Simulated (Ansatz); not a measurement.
How far each method lies from full CI for CH₄⁺, quartet

Geometry: that of the CH4⁺, doublet, kept fixed. The doublet lies 11.3 eV lower here.

```xyz
5

C     0.0000    0.0000    0.0000
H     0.3646    0.7500    0.7480
H    -0.3742   -0.7450    0.7482
H    -0.3622    0.7462   -0.7529
H     0.3718   -0.7512   -0.7433
```

Basis 6-31G; Ansatz 0.2.0. Only valence electrons are correlated (noble-gas cores frozen), which leaves 7 electrons in 16 orbitals. R marks a restricted (for open shells ROHF) determinant, U an unrestricted one. Active spaces: valence = (7e, 8o) chosen from the atoms' valence shells.

Full CI is exact within this basis and frozen core; it isn't the basis-set limit. The frozen core follows each run's orbitals, which can shift R against U totals by a few meV.

For open shells CISD and CISDTQ are restricted-active-space CI with the open shells as a complete middle space.

```
UHF ⟨S²⟩                          : 3.753
T1 diagnostic (RCCSD)             : 0.0150
largest doubles amplitude (RCCSD) : 0.063
T1 diagnostic (UCCSD)             : 0.0135
```

```tsv
level	E − E(full CI) (kJ/mol)	share of correlation (%)	wall time
RHF	224.6	0.00	–
UHF	220.3	1.92	–
RMP2	58.0	74.20	–
UMP2	57.5	74.39	–
CISD	7.7	96.55	0.54 s
RCCSD	4.2	98.13	–
UCCSD	4.1	98.16	–
RCCSD(T)	1.3	99.44	0.51 s
UCCSD(T)	1.2	99.47	0.51 s
BCCD(T)	1.2	99.46	0.51 s
RCCSDT	0.2	99.93	–
UCCSDT	0.1	99.96	–
CISDTQ	0.1	99.97	2.1 s
RCCSDT(Q)	0.0	100.00	2.3 s
UCCSDT(Q)	-0.1	100.03	2.1 s
RCCSDTQ	0.0	100.01	12 s
UCCSDTQ	-0.1	100.04	12 s
CASSCF (valence space)	82.4	63.33	–
NEVPT2 (valence space)	17.9	92.01	1.4 s
MRCISD (valence space)	2.0	99.10	–
MRCISD+Q (valence space)	0.8	99.65	2.1 s
```

The correlation energy at full CI, counted from RHF, is -2.328 eV. That run took 1.8 s on 1 thread of Arm Neoverse V1, shared host over 131,040 determinants.

Times hold each run's SCF and search for its determinant on a shared host, so for small cases they say little of a method's own cost; they ran on 1 thread of Arm Neoverse V1. Some runs computed forces too.

The full-CI state has the irrep B1 of C2v, in the program's axes (one component, if the state is degenerate).

Natural occupations of full CI about the gap: 1.965 1.965 1.005 1.002 0.981 0.026 0.025 0.014 0.006 0.004; effectively unpaired electrons, Σ n²(2−n)², 3.01.
